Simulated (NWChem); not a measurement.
Program: NWChem. System: propyne (C₃H₄), charge 0, spin multiplicity 1, at a geometry optimised with PBE0/def2-SVP. Level: MP2/def2-TZVP, 3 core orbitals frozen.

Part of the output:

```
             Northwest Computational Chemistry Package (NWChem) 7.3.0
             --------------------------------------------------------

                                NWChem Input Module
                                -------------------

 Scaling coordinates for geometry "geometry" by  1.889725989
 (inverse scale =  0.529177249)

 Turning off AUTOSYM since
 SYMMETRY directive was detected!

                             Geometry "geometry" -> ""
                             -------------------------

 Output coordinates in angstroms (scale by  1.889725989 to convert to a.u.)

  No.       Tag          Charge          X              Y              Z
 ---- ---------------- ---------- -------------- -------------- --------------
    1 C                    6.0000     1.22339800    -0.19597400     0.00000000
    2 C                    6.0000    -0.21160800     0.03533900     0.00000000
    3 C                    6.0000    -1.40741700     0.22524900     0.00000000
    4 H                    1.0000     1.44914200    -1.27366000     0.00000000
    5 H                    1.0000     1.69660600     0.24757400     0.88975000
    6 H                    1.0000     1.69660600     0.24757400    -0.88975000
    7 H                    1.0000    -2.46859400     0.39082500     0.00000000

 Effective nuclear repulsion energy (a.u.)      58.5542181740

            Nuclear Dipole moment (a.u.)
            ----------------------------
        X                 Y               Z
 ---------------- ---------------- ----------------
    -0.0000037795    -0.0000056692     0.0000000000

      Symmetry information
      --------------------

 Group name             Cs
 Group number              2
 Group order               2
 No. of unique centers     6

      Symmetry unique atoms

     1    2    3    4    5    7


 Summary of "ao basis" -> "" (spherical)
 ------------------------------------------------------------------------------
       Tag                 Description            Shells   Functions and Types
 ---------------- ------------------------------  ------  ---------------------
 *                         def2-tzvp                  on all atoms

 Summary of "ao basis" -> "ao basis" (spherical)
 ------------------------------------------------------------------------------
       Tag                 Description            Shells   Functions and Types
 ---------------- ------------------------------  ------  ---------------------
 C                         def2-tzvp                11       31   5s3p2d1f
 H                         def2-tzvp                 4        6   3s1p

                                 NWChem SCF Module
                                 -----------------

  ao basis        = "ao basis"
  functions       =   117
  atoms           =     7
  closed shells   =    11
  open shells     =     0
  charge          =   0.00
  wavefunction    = RHF
  use symmetry    = T
  symmetry adapt  = T

 Summary of "ao basis" -> "ao basis" (spherical)
 ------------------------------------------------------------------------------
       Tag                 Description            Shells   Functions and Types
 ---------------- ------------------------------  ------  ---------------------
 C                         def2-tzvp                11       31   5s3p2d1f
 H                         def2-tzvp                 4        6   3s1p

      Symmetry analysis of basis
      --------------------------

        a'         79
        a"         38

 Forming initial guess at       0.1s

      Superposition of Atomic Density Guess
      -------------------------------------

 Sum of atomic energies:        -115.01322141

      Non-variational initial energy
      ------------------------------

 Total energy =    -116.670648
 1-e energy   =    -268.250956
 2-e energy   =      93.026089
 HOMO         =      -0.334468
 LUMO         =       0.056634

      Symmetry analysis of molecular orbitals - initial
      -------------------------------------------------

  Numbering of irreducible representations:

     1 a'          2 a"

  Orbital symmetries:

     1 a'          2 a'          3 a'          4 a'          5 a'
     6 a'          7 a'          8 a'          9 a"         10 a"
[...]
  ----- ------------  ---------------      ----- ------------  ---------------
    70      0.285439  3 C  pz                39      0.267578  2 C  pz
    42      0.255919  2 C  pz                73      0.255236  3 C  pz
    76      0.156754  3 C  pz

 Vector   11  Occ=2.000000D+00  E=-3.828148D-01  Symmetry=a'
              MO Center= -6.7D-01,  8.2D-02,  1.9D-13, r^2= 1.9D+00
   Bfn.  Coefficient  Atom+Function         Bfn.  Coefficient  Atom+Function
  ----- ------------  ---------------      ----- ------------  ---------------
    69      0.282030  3 C  py                38      0.264163  2 C  py
    41      0.252504  2 C  py                72      0.252039  3 C  py
    75      0.155109  3 C  py

 Vector   12  Occ=0.000000D+00  E= 1.409869D-01  Symmetry=a'
              MO Center=  1.7D+00, -2.7D-01,  4.7D-16, r^2= 6.2D+00
   Bfn.  Coefficient  Atom+Function         Bfn.  Coefficient  Atom+Function
  ----- ------------  ---------------      ----- ------------  ---------------
     5      9.937789  1 C  s                 43     -3.788973  2 C  px
    67     -3.465284  3 C  s                 96     -2.272253  4 H  s
   102     -2.269076  5 H  s                108     -2.269076  6 H  s
    36     -1.453160  2 C  s                 74     -1.104283  3 C  px
    12     -1.042808  1 C  px                44      0.604112  2 C  py

 Vector   13  Occ=0.000000D+00  E= 1.714792D-01  Symmetry=a'
              MO Center= -3.2D+00,  5.0D-01,  4.3D-16, r^2= 3.5D+00
   Bfn.  Coefficient  Atom+Function         Bfn.  Coefficient  Atom+Function
  ----- ------------  ---------------      ----- ------------  ---------------
    67    -18.017006  3 C  s                 36     17.288532  2 C  s
    43    -12.275549  2 C  px                74    -11.822261  3 C  px
   114     -6.903445  7 H  s                  5      6.617789  1 C  s
    12     -2.002405  1 C  px                44      1.950562  2 C  py
    75      1.878532  3 C  py                35     -0.932397  2 C  s

 Vector   14  Occ=0.000000D+00  E= 1.786275D-01  Symmetry=a'
              MO Center= -1.2D-01, -1.7D-01,  3.1D-12, r^2= 5.5D+00
   Bfn.  Coefficient  Atom+Function         Bfn.  Coefficient  Atom+Function
  ----- ------------  ---------------      ----- ------------  ---------------
    96      1.474068  4 H  s                 75     -0.845581  3 C  py
   102     -0.753698  5 H  s                108     -0.753698  6 H  s
    44      0.740102  2 C  py                13      0.663730  1 C  py
    74     -0.362675  3 C  px                67     -0.355000  3 C  s
    36      0.307356  2 C  s                 38      0.213097  2 C  py

 center of mass
 --------------
 x =  -0.11117956 y =   0.01815774 z =   0.00000000

 moments of inertia (a.u.)
 ------------------
          16.387945386801          31.190524262505           0.000000000000
          31.190524262505         206.353423907419           0.000000000000
           0.000000000000           0.000000000000         211.344678029344

  Mulliken analysis of the total density
  --------------------------------------

    Atom       Charge   Shell Charges
 -----------   ------   -------------------------------------------------------
    1 C    6     6.41   0.85  1.12  0.47  0.63  0.27  1.26  1.36  0.36  0.02  0.06  0.00
    2 C    6     6.10   0.86  1.12  0.50  0.76  0.13  1.21  1.19  0.20  0.02  0.10  0.01
    3 C    6     6.12   0.86  1.12  0.51  0.50  0.06  1.22  1.33  0.49  0.02  0.00  0.01
    4 H    1     0.86   0.26  0.48  0.09  0.02
    5 H    1     0.86   0.26  0.48  0.09  0.02
    6 H    1     0.86   0.26  0.48  0.09  0.02
    7 H    1     0.80   0.25  0.46  0.06  0.02

       Multipole analysis of the density wrt the origin
       ------------------------------------------------

     L   x y z        total         open         nuclear
     -   - - -        -----         ----         -------
     0   0 0 0     -0.000000      0.000000     22.000000

     1   1 0 0      0.298948      0.000000     -0.000004
     1   0 1 0     -0.050610      0.000000     -0.000006
     1   0 0 1     -0.000000      0.000000      0.000000

     2   2 0 0    -10.316876      0.000000    125.289835
     2   1 1 0     -0.724309      0.000000    -19.126407
     2   1 0 1     -0.000000      0.000000      0.000000
     2   0 2 0    -14.808703      0.000000      8.713005
     2   0 1 1     -0.000000      0.000000      0.000000
     2   0 0 2    -14.923007      0.000000      5.654102

                   NWChem MP2 Semi-direct Energy/Gradient Module
                   ---------------------------------------------

  Basis functions       =    117
  Molecular orbitals    =    117
  Frozen core           =      3
  Frozen virtuals       =      0
  Active alpha occupied =      8
  Active beta occupied  =      8
  Active alpha virtual  =    106
  Active beta virtual   =    106
  Use MO symmetry       = T
  Use skeleton AO sym   = T

  AO/Fock/Back tols     =   1.0D-09  1.0D-09  1.0D-09

 GA uses MA = F    GA memory limited = T

 Available:
  local mem=  1.26D+08
 global mem=  1.44D+08
 local disk=  0.00D+00
  mp2_memr nvloc                   106
  nvloc new                   106
   1 passes of   8:        4194304                      70308                  19652303.
   1 passes of   8: M    126140381           G      144151822           F     121946077.

 Semi-direct pass number   1 of   1  for RHF alpha+beta  at        3.5s
  vrange nnbf                  6808
  mp2_eaftype                    74  avail_ma_in_mb                  1099
 EAF : mp2_eaftype filesize          74    9826151.
  mp2_eaf for mointskh                     74
Node 0 wrote     46.2 Mb in      0.0 s     Agg I/O rate:  1413.6 Mb/s
 Done moints_semi at        6.2s
  mp2_eaftype                    74  avail_ma_in_mb                  1025
 EAF : mp2_eaftype filesize          74    9826151.
  mp2_eaf for kh                    74
 Done maket at        6.4s
 Done multipass loop at        6.4s

          -------------------------------------------
          SCF energy                -115.908931370450
          Correlation energy          -0.471470692508
          Singlet pairs               -0.306677739512
          Triplet pairs               -0.164792952996
          Total MP2 energy          -116.380402062958
          -------------------------------------------

          ---------------------------------------------------
                    Spin Component Scaled (SCS) MP2
          Same spin pairs                     -0.109861968664
          Same spin scaling factor             0.333333333333
          Opposite spin pairs                 -0.361608723844
          Opposite spin scaling fact.          1.200000000000
          SCS-MP2 correlation energy          -0.470551124835
          Total SCS-MP2 energy              -116.379482495284
          ---------------------------------------------------

 -----------------------
 Performance information
 -----------------------

 Timer overhead =  1.07D-07 seconds/call

               Nr. of calls         CPU time (s)                 Wall time (s)                GFlops
             ---------------    -------------------     ------------------------------   -------------------
Name         Min   Avg   Max    Min     Avg     Max     Min     Avg     Max   Mx/calls   Min     Max     Sum
mp2: moin     1     1     1    2.7     2.7     2.7      2.7     2.7     2.7     2.7      0.0     0.0     0.0
mp2: make     1     1     1   0.15    0.15    0.15     0.15    0.15    0.15    0.15      0.0     0.0     0.0
mp2: tota     1     1     1    2.9     2.9     2.9      2.9     2.9     2.9     2.9      0.0     0.0     0.0

 The average no. of pstat calls per process was 3.00D+00
 with a timing overhead of 3.21D-07s

 Task  times  cpu:        6.3s     wall:        6.3s

 Total times  cpu:        6.4s     wall:        6.4s
```

Task: Write an NWChem input that would produce this output.

Result: This is not unique; one that fits is 
```
start mol
memory heap 200 mb stack 900 mb global 1100 mb
geometry units angstroms nocenter noautoz
  C      1.223398    -0.195974     0.000000
  C     -0.211608     0.035339     0.000000
  C     -1.407417     0.225249     0.000000
  H      1.449142    -1.273660     0.000000
  H      1.696606     0.247574     0.889750
  H      1.696606     0.247574    -0.889750
  H     -2.468594     0.390825     0.000000
  symmetry group Cs
end
basis spherical
  * library def2-tzvp
end
scf
  rhf
  nopen 0
  maxiter 100
  thresh 1e-7
  semidirect memsize 60000000 filesize 0
end
mp2
  freeze core 3
end
task mp2 energy
```
